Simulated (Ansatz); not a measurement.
Geometry optimisation, RHF/def2-SVP in Ansatz.

The input (input.yaml):

```yaml
crystal:
  periodic: [false, false, false]
  atoms:
    - { symbol: Al, position_ang: [0.0, 0.0, 0.0] }
    - { symbol: F, position_ang: [0.0, 0.0, 1.69] }
    - { symbol: H, position_ang: [1.351, 0.0, -0.78] }
    - { symbol: H, position_ang: [-1.351, 0.0, -0.78] }
basis:
  gaussian: { orbitals: def2-SVP }
hamiltonian:
  xc: hf
relax:
  f_tol: 0.02
  max_steps: 40
```

Command:

```bash
$ ansatz run input.yaml --threads 1 --pin off --max-ram 2048MiB --backend cpu --events-out ev --progress --plain --runs-dir out
```

**Question.** Where does it end, and by what steps?

**Answer.** The forces met the threshold. After 3 steps the energy has fallen by 0.037 eV; H3 moved furthest, 0.06 Å.

```csv
step,energy less start (eV),largest force component (eV/Å),accepted
0,0.0000,1.120,yes
1,-0.0322,0.558,yes
2,-0.0373,0.094,yes
3,-0.0375,0.001,yes
```

```xyz
4
Properties=species:S:1:pos:R:3
Al 0.000 0.000 -0.022
F 0.000 0.000 1.632
H 1.393 0.000 -0.740
H -1.393 0.000 -0.740
```

Whether the end is a true minimum wasn't checked by a vibrational analysis.

The run took 1.4 s on 1 thread of Arm Neoverse V1, with other jobs on the host, peak memory 0.088 GiB.
